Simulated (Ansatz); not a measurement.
## Structure relaxation of CuNi2

Level of theory: DFT PBE, scalar-relativistic, plane waves, PAW in Ansatz 0.2.0. Cutoff 420 eV, Γ-centred k mesh, Gaussian smearing, collinear spin, first started from parallel moments.

CuNi2 was placed on the fluorite structure type (Fm-3m, No. 225), with Cu in place of Ca, Ni in place of F, at a guessed volume.

```xyz
3
Lattice="0.0000 2.5081 2.5081 2.5081 0.0000 2.5081 2.5081 2.5081 0.0000" Properties=species:S:1:pos:R:3 pbc="T T T"
Cu    0.0000    0.0000    0.0000
Ni    1.2540    1.2540    1.2540
Ni    3.7621    3.7621    3.7621
```

Cell and atoms relax at zero pressure; the relaxation can't lower the symmetry of the start. After a coarse first stage the cell is made exact in the group found at 0.06 Å.

The zero of energy is the elements' standard structures at the same level; no fitted shifts are applied.

Q: What does it relax into?

A: It keeps Fm-3m (No. 225). The result has the fluorite structure. Conventional cell: a = 5.428 Å. Cu is coordinated by 8 Ni at 2.35 Å; Ni is coordinated by 4 Cu at 2.35 Å and 6 Ni at 2.71 Å.

Space group Fm-3m (No. 225). a = 5.428 Å, b = 5.428 Å, c = 5.428 Å, α = 90.00°, β = 90.00°, γ = 90.00°
```tsv
atom	site	symmetry	x	y	z
Cu	4a	m-3m	0.0000	0.0000	0.0000
Ni	8c	-43m	0.2500	0.7500	0.7500
```

Q: What are its volume, energy, gap and moment?

A: The volume per atom is 13.32 Å³ and the density is 7.52 g/cm³. The energy over the elements is 0.57 eV/atom. The gap on the 14×14×14 mesh is 0 eV (a metal). The net moment per atom is 0.33 μB and the largest site moment is 0.49 μB.

The final run used a 14×14×14 mesh on its 3-atom cell and 0.10 eV smearing. For metals, differences of a few meV/atom aren't resolved. A structure relaxed within its symmetry needn't be a true minimum. The steps took of the order of 2.3 core-minutes in all.